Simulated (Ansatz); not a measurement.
# Scan of [OH···H···N], quartet

Starting geometry:

```
atom    x (Å)    y (Å)   z (Å)
   O  -1.0026  -0.0292  0.0000
   H  -1.2519   0.8974  0.0000
   H  -0.0431  -0.0292  0.0000
   N   1.2384  -0.0292  0.0000
```

From there H3 is moved from one fragment to the other while all else, the fragments' distance too, stays fixed; atoms are numbered as listed. Energies are in kcal/mol, counted from the starting geometry at the same level. Kohn–Sham curves are unrestricted where that lies lower.

Basis cc-pVDZ; Ansatz 0.2.0. Correlated methods freeze the noble-gas cores. Prefix R: restricted or restricted open-shell reference; prefix U: unrestricted.

In so small a basis the reference is far from its limit while semilocal and hybrid functionals are nearer theirs (RPA and double hybrids share much of the reference's basis error), so the functionals' errors here hold much of the reference's basis and frozen-core error, which can add to them or hide them.

Full CI isn't at hand for all of this; UCCSDT(Q) serves as the reference, and is uncertain by about the last step of the cluster series.

| distance O1-H3 (Å) | UCCSDT(Q) | PBE | revPBE | r2SCAN | B97M-V | PBE0 | B3LYP | wB97M-V | B2PLYP | RPA-PBE |
| --- | --- | --- | --- | --- | --- | --- | --- | --- | --- | --- |
| 0.892 | 1.3 | 4.9 | 4.8 | 3.8 | 2.8 | 3.1 | 3.4 | 2.3 | 2.3 | 2.8 |
| 0.960 | 0.0 | 0.0 | 0.0 | 0.0 | 0.0 | 0.0 | 0.0 | 0.0 | 0.0 | 0.0 |
| 0.994 | 1.5 | -0.5 | -0.5 | 0.1 | 0.5 | 0.4 | 0.2 | 0.8 | 0.8 | 0.5 |
| 1.029 | 3.9 | -0.1 | 0.0 | 1.0 | 1.7 | 1.7 | 1.3 | 2.6 | 2.5 | 1.8 |
| 1.063 | 6.8 | 1.0 | 1.0 | 2.5 | 3.4 | 3.5 | 2.9 | 4.8 | 4.7 | 3.6 |
| 1.098 | 10.1 | 2.7 | 2.7 | 4.6 | 5.6 | 5.7 | 4.9 | 7.4 | 7.3 | 5.9 |
| 1.132 | 13.5 | 4.7 | 4.7 | 7.0 | 7.9 | 8.1 | 7.1 | 10.1 | 10.1 | 8.3 |
| 1.167 | 17.1 | 7.3 | 7.3 | 9.8 | 10.5 | 10.9 | 9.7 | 13.2 | 13.1 | 11.2 |
| 1.201 | 20.7 | 10.4 | 10.3 | 13.0 | 13.4 | 13.9 | 12.6 | 16.3 | 16.4 | 14.3 |
